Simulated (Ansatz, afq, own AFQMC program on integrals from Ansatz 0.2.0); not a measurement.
Two steps: Ansatz 0.2.0 writes the Fock matrix and Cholesky factors of the valence space, and afq projects on them the lowest state that overlaps trial and start.

```yaml
crystal:
  periodic: [false, false, false]
  atoms:
    - {symbol: C, position_ang: [-0.734025, -0.334046, 0.717270]}
    - {symbol: Ge, position_ang: [0.618370, 0.183785, -0.608568]}
    - {symbol: F, position_ang: [2.033960, -0.787364, -0.302698]}
    - {symbol: F, position_ang: [0.066564, -0.399937, -2.156275]}
    - {symbol: H, position_ang: [-0.878126, -1.419514, 0.607517]}
    - {symbol: H, position_ang: [-1.673087, 0.197562, 0.515315]}
    - {symbol: H, position_ang: [-0.370856, -0.097486, 1.725839]}
basis:
  gaussian: {orbitals: def2-TZVP}
magnetization: {spin_polarized: true, initial_magnetization: 1}
correlation: {method: ccsd_t, electrons: outside_noble_gas, hamiltonian_folder: ham}
```

```sh
$ ansatz run in.yaml --threads 2 --pin off --events-out ev --progress --plain --max-ram 34560MiB --backend cuda --devices 0, --max-vram 37GiB
```

Options of the walk:

```
--method phaseless --trial cisd --walkers 400 --populations 10 --least-time 60 --time-step 0.005 --steps-per-block 50 --equilibration-blocks 28 --max-blocks 4000 --target-error 0.0003 --factor-cut 1e-05 --start spin_pure --seed 2569 --release-times 0.21,0.42,0.63,0.9 --release-step 0.03 --release-every 5 --taylor-order 6
```

Times are imaginary, in 1/Eh. The walk had a cap of 369 s. With eight or more populations the least sampling time is a fifth of least-time, and the error comes from their spread. Filled inner d shells are frozen with the cores.

afq prints:

```
orbitals 142  electrons 13 12  factors 1045 of 1088
reference energy -2314.02657638 Eh
CCSD correlation -0.78638874 Eh in 13 cycles, weight of the determinant in the CISD state 0.8229
energy of the start -2314.811863 Eh
 block  time / (1/Eh)  mean weight  energy / Eh
     1     0.250  1.0032  -2314.796781
     2     0.500  0.9993  -2314.816250
     3     0.750  0.9975  -2314.826600
     4     1.000  0.9988  -2314.833520
     5     1.250  1.0006  -2314.831539
     9     2.250  1.0005  -2314.841861
    21     5.250  1.0006  -2314.832993
    41    10.250  0.9999  -2314.843934
    61    15.250  0.9987  -2314.837649
    81    20.250  1.0016  -2314.832655
   101    25.250  0.9979  -2314.836034
   121    30.250  1.0003  -2314.836689
   141    35.250  1.0013  -2314.846645
   146    36.500  1.0019  -2314.829279
   161    40.250  0.9999  -2314.843916
   181    45.250  0.9979  -2314.834306
   196    49.000  1.0004  -2314.857600
   201    50.250  0.9991  -2314.844613
   221    55.250  0.9993  -2314.853990
   236    59.000  0.9974  -2314.838489
error from the spread of 10 populations
released: time / (1/Eh)  energy / Eh  error  mean overlap
  0.21  -2314.840274  0.000718  0.9906
  0.42  -2314.840739  0.001016  0.9866
  0.63  -2314.841352  0.000889  0.9758
  0.90  -2314.842807  0.000847  0.9512
energy -2314.840402 +/- 0.000625 Eh
(rows thinned)
```

The run passed its tests (sampling time, drift between the halves within three errors, error under three times the target), which doesn't prove that it has relaxed, ending at its cap on processor time.

Against this walk (error 17.0 meV) on the same determinant: CCSD(T) 56.1 meV higher. The error is statistical and leaves out the bias of the constraint. None of these is a sure reference here. The released energies are still falling (meV from the phaseless value at times in 1/Eh: 3 ± 20 at 0.21, -9 ± 28 at 0.42, -26 ± 24 at 0.63, -65 ± 23 at 0.90), so they give no level.

Cautions: constraint bias not in the error; error above the target (17.0 against 8.2 meV); no relativity below Rb; no spin-orbit coupling; inner d shell frozen.

The walk took 6.2 min on 1 × NVIDIA H100 80GB HBM3 with 4 threads of AMD EPYC 7R13 Processor (Zen 3), with other jobs on the host (the card was shared). The log's last line is the phaseless energy.
